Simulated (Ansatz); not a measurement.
**CH₅AlSi (SMILES [AlH2][CH]=[SiH2]): one structure at several levels**

How do the functionals fare away from a minimum? The structure is a structure displaced at random from a GFN2-xTB minimum.

The runs use Ansatz 0.2.0, Gaussian basis; single points in def2-TZVPP.

Correlated methods freeze the cores. B3LYP uses VWN-RPA correlation.

## Step 1: Starting geometry

8 atoms, charge 0, spin multiplicity 1.

Atoms are counted from 1 here; the program's logs count them from 0.

Bond lengths: Al1–C2 1.953 Å, Al1–H4 1.561 Å, Al1–H5 1.547 Å, C2–Si3 1.753 Å, C2–H6 1.094 Å, Si3–H7 1.473 Å, Si3–H8 1.459 Å. Angles: C2–Al1–H4 124.5°, C2–Al1–H5 124.5°, H4–Al1–H5 110.9°, Al1–C2–Si3 131.8°, Al1–C2–H6 114.8°, Si3–C2–H6 113.5°, C2–Si3–H7 128.3°, C2–Si3–H8 124.6°, H7–Si3–H8 107.0°.

As a file:

```xyz
8
charge 0, multiplicity 1
Al   -1.48900    0.67270   -0.52890
C     0.34540    0.50040    0.11930
Si    1.32900   -0.90470    0.48040
H    -2.42540   -0.53040   -0.86570
H    -2.20240    2.01970   -0.79340
H     0.86050    1.44910    0.29500
H     2.72240   -0.94690    0.95630
H     0.89490   -2.28660    0.30750
```

## Step 2: CCSD(T)/def2-TZVPP

File run/in.yaml:

```yaml
crystal:
  periodic: [false, false, false]
  atoms:
    - {symbol: Al, position_ang: [-1.489000, 0.672700, -0.528900]}
    - {symbol: C, position_ang: [0.345400, 0.500400, 0.119300]}
    - {symbol: Si, position_ang: [1.329000, -0.904700, 0.480400]}
    - {symbol: H, position_ang: [-2.425400, -0.530400, -0.865700]}
    - {symbol: H, position_ang: [-2.202400, 2.019700, -0.793400]}
    - {symbol: H, position_ang: [0.860500, 1.449100, 0.295000]}
    - {symbol: H, position_ang: [2.722400, -0.946900, 0.956300]}
    - {symbol: H, position_ang: [0.894900, -2.286600, 0.307500]}
basis:
  gaussian: {orbitals: def2-TZVPP}
correlation: {method: ccsd_t}
output: {forces: true}
```

The command line of these runs was not kept.

## Step 3: PBE0-D4/def2-TZVPP

run/in.yaml: that of step 2 with these lines changed.

```diff
@@ -13,3 +13,3 @@
   gaussian: {orbitals: def2-TZVPP}
-correlation: {method: ccsd_t}
-output: {forces: true}
+hamiltonian: {xc: pbe0, dispersion: d4}
+output: {forces: true, orbitals: {seedname: orbitals}}
```

## Step 4: wB97M-V/def2-TZVPP

run/in.yaml: that of step 3 with these lines changed.

```diff
@@ -13,3 +13,3 @@
   gaussian: {orbitals: def2-TZVPP}
-hamiltonian: {xc: pbe0, dispersion: d4}
-output: {forces: true, orbitals: {seedname: orbitals}}
+hamiltonian: {xc: {name: wB97M-V}}
+output: {forces: true}
```

## Step 5: r2SCAN-D4/def2-TZVPP

run/in.yaml: that of step 4 with these lines changed.

```diff
@@ -13,3 +13,3 @@
   gaussian: {orbitals: def2-TZVPP}
-hamiltonian: {xc: {name: wB97M-V}}
+hamiltonian: {xc: r2scan, dispersion: d4}
 output: {forces: true}
```

## Step 6: PBE-D4/def2-TZVPP

run/in.yaml: that of step 5 with these lines changed.

```diff
@@ -13,3 +13,3 @@
   gaussian: {orbitals: def2-TZVPP}
-hamiltonian: {xc: r2scan, dispersion: d4}
+hamiltonian: {xc: pbe, dispersion: d4}
 output: {forces: true}
```

## Step 7: SPW92/def2-TZVPP

run/in.yaml: that of step 6 with these lines changed.

```diff
@@ -13,3 +13,3 @@
   gaussian: {orbitals: def2-TZVPP}
-hamiltonian: {xc: pbe, dispersion: d4}
+hamiltonian: {xc: lda}
 output: {forces: true}
```

## Step 8: B3LYP-D4/def2-TZVPP

run/in.yaml: that of step 7 with these lines changed.

```diff
@@ -13,3 +13,3 @@
   gaussian: {orbitals: def2-TZVPP}
-hamiltonian: {xc: lda}
+hamiltonian: {xc: {name: B3LYP}, dispersion: d4}
 output: {forces: true}
```

(Steps that only read results are left out.)

Before running it: what results should come out? Wanted: energy less free atoms, CCSD(T)/def2-TZVPP; RMS force component; RMS force error; HOMO and LUMO, PBE0-D4; T1 diagnostic.

The runs gave:

```
                                  quantity                                                                                          value
energy less free atoms, CCSD(T)/def2-TZVPP                                                                                 -2330.0 kJ/mol
                       RMS force component                                                           0.333 to 0.521 eV/Å over the methods
                           RMS force error  PBE0-D4 0.143, wB97M-V 0.170, r2SCAN-D4 0.102, PBE-D4 0.123, SPW92 0.226, B3LYP-D4 0.084 eV/Å
                    HOMO and LUMO, PBE0-D4                                                                             -6.94 and -2.12 eV
                             T1 diagnostic                                                                                          0.015
```

What this shows: Against CCSD(T) the functionals' energies less atoms differ by -312.0 to -26.6 kJ/mol, PBE-D4 by -47.4 kJ/mol. The reference is not at the basis limit: in triple zeta CCSD(T) underbinds, which counts against methods that bind more; the gaps are no ranking. For forces B3LYP-D4 does best and SPW92 worst. Frozen-core CCSD(T) forces in triple zeta carry basis errors of their own, and this is one geometry, so small gaps rank nothing. The restricted Hartree–Fock reference is unstable towards an unrestricted one at one or more of these structures.
